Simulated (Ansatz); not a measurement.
A made-up structure of BHS₂, singlet:

B1  (0.357, -0.181, -0.034)
S2  (-0.482, 1.089, 0.857)
S3  (-1.281, -0.195, -0.688)
H4  (-0.423, 2.158, 1.696)
(Å)

It is relaxed with PBE-D4/def2-SVP and then PBE0-D4/def2-TZVP (Ansatz 0.2.0). Atoms count as bonded within 1.22 times the sum of their covalent radii (H–H: 0.88 Å). The end point is not checked to be a true minimum.

(1) Does its bonding change? (A judgement: the text doesn't fix the answer.)

Answers

(1) Computed: Yes. Formed: none; broken: S2–S3.

Where it ends: The first stage lowers the energy by 5.95 eV in 12 steps. It ends as BHS₂ ([S][B][SH]):
B1  (-0.685, 0.306, 0.099)
S2  (-0.949, 1.403, 1.446)
S3  (-0.505, -0.718, -1.129)
H4  (0.311, 1.879, 1.415)
(Å)

Labels in which every atom is bracketed show which atoms are joined, not bond orders.

For scale, one of the runs: PBE0-D4/def2-TZVP relaxation, 111 basis functions, launched by `ansatz run in.yaml --threads 2 --pin off --events-out ev --progress --plain --max-ram 4352MiB`. The run took about 5.5 s on 2 CPU threads of an Arm Neoverse V2 (shared host).
